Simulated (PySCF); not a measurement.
System: H2O, singlet: symmetric bend, bond length relaxed. Scanned: H-O-H angle. Other coordinates (O-H bond length) were minimised at PBE0/def2-TZVP. Each profile is relative to its own lowest point.

```
a / °     A     B     C
-----  ----  ----  ----
180    47.2  52.7  49.7
170    45.2  50.4  47.6
160    39.3  44.0  41.7
150    30.8  34.6  33.0
140    21.1  24.0  22.9
130    11.7  13.9  13.2
120     4.2   5.6   5.2
110     0.0   0.7   0.5
100     0.0   0.0   0.0
90      5.1   4.4   4.6
80     16.0  14.5  15.0
70     33.2  31.0  31.7
60     57.4  54.8  55.4
```

Energies in mEh.

Problem. Match the curves with the methods CAM-B3LYP/cc-pVTZ in PySCF; MP2 on RHF/cc-pVTZ, 1 core orbital frozen (PySCF 2.14.0); PySCF with r2SCAN/cc-pVTZ.

Solution. A is CAM-B3LYP; B is MP2; C is r2SCAN.
